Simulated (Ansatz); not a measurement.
Turn this script for Ansatz's Python interface into the input file that the command-line program reads.

`energy.py`
```python
import ansatz as az

BASIS_SET = "cc-pVTZ"
FUNCTIONAL = "b3lyp"
DISPERSION = "d3bj"

geometry = (
    az.Crystal.molecule()
    .atom("Al", (0.0, 0.0, 0.0))
    .atom("P", (0.0, 0.0, 2.26))
)

job = (
    geometry.calculation()
    .basis(gaussian=BASIS_SET)
    .functional(FUNCTIONAL, dispersion=DISPERSION)
    .spin("collinear", total=2)
)
res = job.run(threads=1)
r = res.report

for key in ("converged", "free_energy_ev", "reference_energy_ev", "n_frozen", "n_occupied", "n_virtual"):
    print(f"{key:22s} {r[key]}")

state = r["mean_field"]["state"]
print(f"mean field: {state['energy']['hartree']:.7f} Ha, <S^2> = {abs(state['spin_squared']):.4f}, stability: {state.get('stability', {}).get('kind')}")
```

```console
$ python energy.py
converged              True
free_energy_ev         -15884.979114123002
reference_energy_ev    -15884.87248579641
n_frozen               0
n_occupied             [15, 13]
n_virtual              [53, 55]
mean field: -583.7582967 Ha, <S^2> = 2.0107, stability: minimum
```

`input.yaml`:
```yaml
crystal:
  periodic: [false, false, false]
  atoms:
    - { symbol: Al, position_ang: [0.0, 0.0, 0.0] }
    - { symbol: P, position_ang: [0.0, 0.0, 2.26] }
basis:
  gaussian: { orbitals: cc-pVTZ }
hamiltonian:
  xc: b3lyp
  dispersion: d3bj
magnetization:
  spin_polarized: true
  initial_magnetization: 2.0
```

The program run on that file:
```console
$ ansatz run input.yaml --threads 1 --pin off --max-ram 4096MiB --backend cpu --events-out ev --progress --plain --runs-dir out
Engine: ansatz 0.2.0, x86_64-unknown-linux-gnu
Functional definition: B3LYP
  parameter a0 = 0.2
  parameter ax = 0.72
  parameter ac = 0.81
  exchange = (1 - a0 - ax)*slater_x + ax*b88_x + a0*exact_x
  correlation = (1 - ac)*vwn_rpa_c + ac*lyp_c
553 factors; their error is unknown
mean field evaluation 1: about -15882.7220 eV, gradient 1.5e1 eV
mean field evaluation 2: about -15867.0530 eV, gradient 4.2e1 eV
mean field evaluation 4: about -15884.7452 eV, gradient 2.3e0 eV
mean field evaluation 8: about -15884.8723 eV, gradient 2.5e-2 eV
mean field evaluation 16: about -15884.8723 eV, gradient 1.4e-5 eV
mean field evaluation 32: about -15884.8685 eV, gradient 2.4e-1 eV
mean field -15884.87230803 eV, -583.7582901671 hartree, gradient 9.8e-6 eV, S^2 2.010745; 6 other end points of the search recorded, 0 dependent functions left out
reference -15884.87248580 eV, -583.7582966997 hartree; 15, 13 occupied and 53, 55 virtual orbitals, 553 factors
Total energy: -15884.97911412 eV, -583.7622152185 hartree
```

What to keep in mind:
- Total energies depend on the basis set; only differences at equal settings carry meaning.
- The geometry is a force-field or estimated start, not a minimum of this method, and the basis set is short of its limit.
- The species is open-shell (spin multiplicity 3).
- Total less reference energy is the dispersion correction.
- b3lyp holds the VWN-RPA fit, as in Gaussian; the form of ORCA and Turbomole is b3lyp5.
- The spin state was assumed, and another may lie lower.
- It ran for 6 s on 1 thread of Intel(R) Xeon(R) Platinum 8375C CPU @ 2.90GHz (Ice Lake), with other jobs on the host, peak memory 0.23 GiB.

(Lines on the test bed's own set-up are left out of the output.)
